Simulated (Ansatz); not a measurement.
Run this with the Ansatz DFT code, driven from Python and show what comes out.

`basis_bo.py`
```python
import ansatz as az


def main() -> None:
    geometry_ang = [
        ("B", (0.6127, 0.0, 0.0)),
        ("O", (-0.6127, 0.0, 0.0)),
    ]
    system = az.Crystal.molecule()
    for symbol, xyz in geometry_ang:
        system = system.atom(symbol, xyz)

    setup = system.calculation()
    setup = setup.functional("b3lyp").spin("collinear", total=1)

    energies = {}
    for basis in ["STO-3G", "6-31G", "6-31G*", "def2-SVP", "def2-SVPD", "def2-TZVP", "def2-TZVPP"]:
        r = setup.basis(gaussian=basis).run(threads=1, backend="cpu").report
        size = r["n_frozen"] + r["n_occupied"][0] + r["n_virtual"][0]
        energies[basis] = (r["reference_energy_ev"] / 27.211386246, r["free_energy_ev"] / 27.211386246)
        print(f"{basis:14s} {size:4d} orbitals  reference {energies[basis][0]:14.6f} Ha  total {energies[basis][1]:14.6f} Ha")

    last = energies["def2-TZVPP"][1]
    for basis, (_, total) in energies.items():
        print(f"{basis:14s} lies {27.211386 * (total - last):9.4f} eV above def2-TZVPP")


if __name__ == "__main__":
    main()
```

```console
$ python basis_bo.py
STO-3G           10 orbitals  reference     -98.655348 Ha  total     -98.655348 Ha
6-31G            18 orbitals  reference     -99.992307 Ha  total     -99.992307 Ha
6-31G*           30 orbitals  reference    -100.023712 Ha  total    -100.023712 Ha
def2-SVP         28 orbitals  reference     -99.950895 Ha  total     -99.950895 Ha
def2-SVPD        43 orbitals  reference     -99.958031 Ha  total     -99.958031 Ha
def2-TZVP        62 orbitals  reference    -100.068998 Ha  total    -100.068998 Ha
def2-TZVPP       62 orbitals  reference    -100.068998 Ha  total    -100.068998 Ha
STO-3G         lies   38.4674 eV above def2-TZVPP
6-31G          lies    2.0869 eV above def2-TZVPP
6-31G*         lies    1.2323 eV above def2-TZVPP
def2-SVP       lies    3.2138 eV above def2-TZVPP
def2-SVPD      lies    3.0196 eV above def2-TZVPP
def2-TZVP      lies    0.0000 eV above def2-TZVPP
def2-TZVPP     lies    0.0000 eV above def2-TZVPP
```

Against STO-3G: 6-31G -1337.0 mHa, 6-31G* -1368.4 mHa, def2-SVP -1295.5 mHa, def2-SVPD -1302.7 mHa, def2-TZVP -1413.7 mHa and def2-TZVPP -1413.7 mHa. The last step alone is +0.00 mHa (these two sets differ little on atoms other than hydrogen).

What to keep in mind:
- The drop along the ladder measures the basis error, and is no property of the molecule.
- The geometry is a force-field or estimated start, not a minimum of this method, and the last set is no limit. Much of the fall in a total is atomic energy, which cancels in bond and reaction energies.
- The run takes the species as open-shell (spin multiplicity 2), which needn't be its ground state.
- b3lyp holds the VWN-RPA fit, as in Gaussian; the form of ORCA and Turbomole is b3lyp5.
- Totals across families of basis sets mostly measure their core functions.
- The spin state was assumed, and another may lie lower.
- The whole script took 4.2 s on 1 thread of Arm Neoverse V1, with other jobs on the host, peak memory 0.15 GiB.
